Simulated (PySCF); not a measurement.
An excited-state job on `C#CCNC` (N-methyl propargyl amine).

Method: TDDFT CAM-B3LYP/def2-SVPD, vertical, gas phase, core orbitals frozen in the response (PySCF 2.14.0, density-fitted response routines). Geometry: GFN2-xTB. A driver script takes a list of jobs; this job's settings line and coordinates (Å) are shown.

Input:
```
{"job": {"kind": "uv", "xc": "CAM-B3LYP", "basis": "def2-SVPD", "nstates": 8, "ntriplets": 3}, "charge": 0, "multiplicity": 1}
C      2.116828     1.041690    -0.491783
C      1.395860     0.088904    -0.413110
C      0.445701    -0.998532    -0.217865
N     -0.644064    -0.678469     0.692804
C     -1.520178     0.365384     0.199408
H      2.776312     1.851499    -0.593767
H      0.007935    -1.273888    -1.184137
H      0.975698    -1.869250     0.183835
H     -0.260692    -0.404853     1.593581
H     -2.301081     0.543670     0.936785
H     -1.004509     1.314090    -0.007941
H     -1.986611     0.019069    -0.723836
```

Output:
```
coarse grid: 9752 points
cycle   1  E = -210.9686769150  dE =  5.875e-01  |g| = 3.374e-01  |ddm| = 8.497e+00
cycle   2  E = -210.9841388881  dE = -1.546e-02  |g| = 2.601e-01  |ddm| = 2.398e+00
cycle   3  E = -210.9986866364  dE = -1.455e-02  |g| = 6.322e-02  |ddm| = 7.014e-01
cycle   4  E = -210.9994058494  dE = -7.192e-04  |g| = 2.916e-02  |ddm| = 1.596e-01
cycle   5  E = -210.9995983413  dE = -1.925e-04  |g| = 9.239e-03  |ddm| = 9.179e-02
cycle   6  E = -210.9996172596  dE = -1.892e-05  |g| = 2.504e-03  |ddm| = 2.080e-02
cycle   7  E = -210.9996188563  dE = -1.597e-06  |g| = 4.413e-04  |ddm| = 1.121e-02
final grid: 93432 points
cycle   8  E = -211.0400460524  dE = -2.651e-05  |g| = 2.827e-03  |ddm| = 7.970e-02
cycle   9  E = -211.0400467472  dE = -6.947e-07  |g| = 2.401e-03  |ddm| = 1.254e-02
cycle  10  E = -211.0400481447  dE = -1.398e-06  |g| = 3.422e-04  |ddm| = 4.026e-03
cycle  11  E = -211.0400481646  dE = -1.985e-08  |g| = 1.916e-04  |ddm| = 1.106e-03
cycle  12  E = -211.0400481728  dE = -8.202e-09  |g| = 5.788e-05  |ddm| = 3.183e-04
cycle  13  E = -211.0400481736  dE = -8.210e-10  |g| = 1.402e-05  |ddm| = 1.191e-04
converged SCF energy = -211.0400481736

Static polarisability (au): isotropic 55.111, principal 45.579 51.689 68.064

Singlet excitations
state   eV       nm        f      main configurations
  1   6.2216    199.3   0.01391   H->L 0.74, H->L+1 0.16
  2   6.5202    190.2   0.00080   H-1->L+1 0.51
  3   6.8059    182.2   0.00518   H->L+1 0.19, H-1->L+3 0.15, H-2->L+1 0.13
  4   6.9114    179.4   0.00484   H-2->L+3 0.21, H->L+3 0.19, H-2->L+2 0.10
  5   7.2152    171.8   0.03185   H->L+1 0.43, H-2->L+1 0.20
  6   7.3526    168.6   0.00308   H->L+5 0.46, H->L+2 0.22, H->L+4 0.08
  7   7.4141    167.2   0.00693   H->L+2 0.44, H->L+4 0.31, H->L+5 0.09
  8   7.6149    162.8   0.02389   H-1->L 0.72

Triplet excitations (Tamm-Dancoff, eV): 5.4489 5.8890 5.9655
```

The SCF starts on a coarse grid where the log names one; the energy can jump when the final grid takes over, and dE then counts from the start density on the new grid. H and L stand for HOMO and LUMO; the number after each pair is its weight.

**Question.** How does the lowest singlet excitation compare with the HOMO–LUMO gap?

**Answer.** HOMO -8.15 eV and LUMO 1.35 eV give a gap of 9.50 eV; S1 at 6.22 eV lies 3.28 eV below it.

Main results: HOMO -8.15 eV, LUMO 1.35 eV; lowest singlet 6.22 eV; lowest triplet 5.45 eV (Tamm–Dancoff); mean polarisability 55.1 au.

**Question.** Estimate the wall time. Hardware: one thread of an Arm Neoverse V2, shared host.

**Answer.** About 17 s.

One conformer stands for the species.
Labels such as C1 count atoms from 1, the log's own numbers from 0.
